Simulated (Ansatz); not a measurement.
fcc Rh was calculated with r²SCAN (Ansatz, a first-principles code, plane waves, PAW).

Run with plane-wave cutoff 500 eV, 20×20×1 k mesh (along the axes of the cell as run), Fermi–Dirac smearing 0.1 eV, scalar-relativistic PAW data made under PBE.

Question: Give the computed surface energy of the (100) face and work function of the (100) face.

Answer: 
* **surface energy of the (100) face**: 2.66 J/m²
* **work function of the (100) face**: 5.09 eV

The slab of 8 atoms is relaxed and unreconstructed.

The computed numbers hold no vibrational or temperature effects.
